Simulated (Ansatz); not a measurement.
Two structures of CH₇NSi, singlet, reached by relaxing down either side of one saddle point (PBE0-D4/def2-TZVP). Energies are electronic, without zero-point energy. Ansatz 0.2.0; basis: def2-TZVPP and def2-QZVPP; cores frozen in the correlated methods. Extrapolation: Hartree–Fock as exp(−7.88 √X), correlation as X^−2.97. First:

```
10
angstrom
Si -1.3334 -1.1780 -0.3157
H 0.7627 -0.7861 1.0115
N 0.4055 -0.2999 0.1952
C 0.2574 1.1322 0.4802
H -1.2298 -0.4848 -1.6756
H -0.5333 -2.3983 -0.7751
H 1.0705 -0.4504 -0.5553
H -0.1018 1.6270 -0.4214
H 1.1983 1.5860 0.7979
H -0.4963 1.2526 1.2582
```

Second:

```json
{"atom": "Si1", "x (Å)": "-0.6619", "y (Å)": "-1.2071", "z (Å)": "-0.2267"}
{"atom": "H2", "x (Å)": "-1.2204", "y (Å)": "-1.3586", "z (Å)": "1.1443"}
{"atom": "N3", "x (Å)": "0.6279", "y (Å)": "-0.0772", "z (Å)": "-0.1701"}
{"atom": "C4", "x (Å)": "0.4839", "y (Å)": "1.2602", "z (Å)": "0.3630"}
{"atom": "H5", "x (Å)": "-1.8058", "y (Å)": "-0.8293", "z (Å)": "-1.1135"}
{"atom": "H6", "x (Å)": "-0.1041", "y (Å)": "-2.4939", "z (Å)": "-0.7178"}
{"atom": "H7", "x (Å)": "1.3518", "y (Å)": "-0.1591", "z (Å)": "-0.8657"}
{"atom": "H8", "x (Å)": "0.0818", "y (Å)": "1.9838", "z (Å)": "-0.3587"}
{"atom": "H9", "x (Å)": "1.4427", "y (Å)": "1.6411", "z (Å)": "0.7260"}
{"atom": "H10", "x (Å)": "-0.1960", "y (Å)": "1.2402", "z (Å)": "1.2191"}
```

(1) Which bonds change from the first to the second?

(2) Give the saddle point's structure and its height above each. (To be estimated.)

T1 diagnostic: at most 0.013. The restricted Hartree–Fock reference is unstable towards an unrestricted one at one or more of these structures.

Results:

(1) CH₅N ([CH3][NH2]) + SiH₂ → CH₇NSi ([CH3][NH][SiH3]); bonds formed: Si1–H2; dative contacts that become bonds: Si1–N3; bonds broken: H2–N3.

(2) By the calculation: 1.671 eV above the first and 3.099 eV above the second (CCSD(T) at an estimated basis limit (MP2 extrapolated from triple and quadruple zeta, plus CCSD(T) − MP2 in triple zeta)).
```
10
angstrom
Si -0.9489 -1.2846 -0.2223
H -0.0244 -0.9853 1.0589
N 0.5801 -0.2279 0.0708
C 0.3587 1.1707 0.3556
H -1.8610 -0.4887 -1.1152
H -0.3978 -2.3734 -1.0890
H 1.4580 -0.4336 -0.3896
H 0.1334 1.7470 -0.5497
H 1.2144 1.6216 0.8635
H -0.5128 1.2543 1.0167
```

Losses and insertions of silylenes and their heavier kin drive the gas-phase chemistry of silicon and germanium vapour deposition.

Labels in which every atom is bracketed show which atoms are joined, not bond orders.

For scale, one of the runs: CCSD(T)/def2-TZVPP, 202 basis functions, launched by `ansatz run in.yaml --threads 2 --pin off --events-out ev --progress --plain --max-ram 4352MiB`. The run took 39 s on 2 CPU threads of an Arm Neoverse V2 (shared host), with 2.5 GiB of host memory at its peak.
